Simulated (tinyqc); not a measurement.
Inside a calculation. Method: UHF in the sto-3g basis, for BH2, spin multiplicity 2. This run ends on a higher stationary point, not on the lowest solution. One step of it, computed by the program tinyqc.

Task: Iteration 2: diagonalisation and new density. Diagonalise F' = X^T F X, C = X C', fill 4 alpha and 3 beta electrons from the bottom; D(s) = C_occ C_occ^T. Each column has its largest component positive (the first on a tie).

extrapolated F(alpha) (hartree), lower triangle:
```
,1B 1s,1B 2s,1B 2px,1B 2py,1B 2pz,2H 1s,3H 1s
1B 1s,-7.340295
1B 2s,-2.175021,-1.005588
1B 2px,0.000000,0.000000,-0.219154
1B 2py,0.000000,0.000000,0.000000,-0.087351
1B 2pz,0.018583,-0.093044,0.000000,0.000000,0.209354
2H 1s,-0.350209,-0.443426,0.000000,-0.296209,-0.127813,-0.241177
3H 1s,-0.350209,-0.443426,0.000000,0.296209,-0.127813,-0.067536,-0.241177
```

extrapolated F(beta) (hartree), lower triangle:
```
,1B 1s,1B 2s,1B 2px,1B 2py,1B 2pz,2H 1s,3H 1s
1B 1s,-7.315677
1B 2s,-2.144843,-0.848828
1B 2px,0.000000,0.000000,0.377651
1B 2py,0.000000,0.000000,0.000000,-0.040146
1B 2pz,0.018155,-0.092358,0.000000,0.000000,0.245271
2H 1s,-0.345301,-0.415236,0.000000,-0.292682,-0.131994,-0.265728
3H 1s,-0.345301,-0.415236,0.000000,0.292682,-0.131994,-0.067788,-0.265728
```

X:
```
,1,2,3,4,5,6,7
1B 1s,-0.373846,0.000000,0.753911,0.000000,-0.572821,0.000000,0.232299
1B 2s,1.068755,0.000000,-0.300279,0.000000,-0.259953,0.000000,0.484546
1B 2px,0.000000,0.000000,0.000000,1.000000,0.000000,0.000000,0.000000
1B 2py,0.000000,1.024971,0.000000,0.000000,0.000000,0.592758,0.000000
1B 2pz,0.458922,0.000000,0.632027,0.000000,0.676508,0.000000,0.200497
2H 1s,-0.723225,-0.762532,-0.216199,0.000000,0.170615,0.398383,0.361595
3H 1s,-0.723225,0.762532,-0.216199,0.000000,0.170615,-0.398383,0.361595
```

Give: F' = X^T F X; orbital energies; coefficients C; F' = X^T F X; orbital energies; coefficients C; D(alpha) after iteration 2; D(beta) after iteration 2.

Result:

F' = X^T F X (alpha) (hartree), lower triangle:
```
,1,2,3,4,5,6,7
1,0.3490
2,0.0000,0.6323
3,0.7909,0.0000,-2.9872
4,0.0000,0.0000,0.0000,-0.2192
5,-0.5658,0.0000,3.1214,0.0000,-2.8715
6,0.0000,0.0783,0.0000,0.0000,0.0000,-0.3656
7,0.2865,0.0000,-1.7385,0.0000,1.8600,0.0000,-1.6760
```

orbital energies (alpha) (hartree): MO1 -7.3468, MO2 -0.5478, MO3 -0.3717, MO4 -0.2192, MO5 0.1563, MO6 0.5527, MO7 0.6384

coefficients C (alpha):
```
,MO1,MO2,MO3,MO4,MO5,MO6,MO7
1B 1s,0.9906,-0.2327,0.0000,0.0000,0.1618,-0.1690,0.0000
1B 2s,0.0349,0.6768,0.0000,0.0000,-0.6445,0.8125,0.0000
1B 2px,0.0000,0.0000,0.0000,1.0000,0.0000,0.0000,0.0000
1B 2py,0.0000,0.0000,0.5113,0.0000,0.0000,0.0000,1.0680
1B 2pz,0.0000,0.1080,0.0000,0.0000,0.7233,0.7571,0.0000
2H 1s,-0.0058,0.3215,0.4565,0.0000,0.3211,-0.7233,-0.7293
3H 1s,-0.0058,0.3215,-0.4565,0.0000,0.3211,-0.7233,0.7293
```

F' = X^T F X (beta) (hartree), lower triangle:
```
,1,2,3,4,5,6,7
1,0.4135
2,0.0000,0.6426
3,0.7636,0.0000,-2.9549
4,0.0000,0.0000,0.0000,0.3777
5,-0.5740,0.0000,3.1422,0.0000,-2.8376
6,0.0000,0.1214,0.0000,0.0000,0.0000,-0.3534
7,0.3830,0.0000,-1.7510,0.0000,1.8241,0.0000,-1.6158
```

orbital energies (beta) (hartree): MO1 -7.3206, MO2 -0.4784, MO3 -0.3680, MO4 0.2086, MO5 0.3777, MO6 0.5956, MO7 0.6572

coefficients C (beta):
```
,MO1,MO2,MO3,MO4,MO5,MO6,MO7
1B 1s,0.9920,-0.2004,0.0000,0.1762,0.0000,-0.1871,0.0000
1B 2s,0.0300,0.5506,0.0000,-0.6832,0.0000,0.8740,0.0000
1B 2px,0.0000,0.0000,0.0000,0.0000,1.0000,0.0000,0.0000
1B 2py,0.0000,0.0000,0.4663,0.0000,0.0000,0.0000,1.0884
1B 2pz,-0.0004,0.1199,0.0000,0.7298,0.0000,0.7490,0.0000
2H 1s,-0.0048,0.4032,0.4865,0.2705,0.0000,-0.7028,-0.7096
3H 1s,-0.0048,0.4032,-0.4865,0.2705,0.0000,-0.7028,0.7096
```

D(alpha) after iteration 2, lower triangle:
```
,1B 1s,1B 2s,1B 2px,1B 2py,1B 2pz,2H 1s,3H 1s
1B 1s,1.0355
1B 2s,-0.1229,0.4593
1B 2px,0.0000,0.0000,1.0000
1B 2py,0.0000,0.0000,0.0000,0.2614
1B 2pz,-0.0252,0.0731,0.0000,0.0000,0.0117
2H 1s,-0.0805,0.2174,0.0000,0.2334,0.0347,0.3118
3H 1s,-0.0805,0.2174,0.0000,-0.2334,0.0347,-0.1049,0.3118
```

D(beta) after iteration 2, lower triangle:
```
,1B 1s,1B 2s,1B 2px,1B 2py,1B 2pz,2H 1s,3H 1s
1B 1s,1.0242
1B 2s,-0.0806,0.3040
1B 2px,0.0000,0.0000,0.0000
1B 2py,0.0000,0.0000,0.0000,0.2174
1B 2pz,-0.0244,0.0660,0.0000,0.0000,0.0144
2H 1s,-0.0855,0.2219,0.0000,0.2268,0.0483,0.3993
3H 1s,-0.0855,0.2219,0.0000,-0.2268,0.0483,-0.0741,0.3993
```
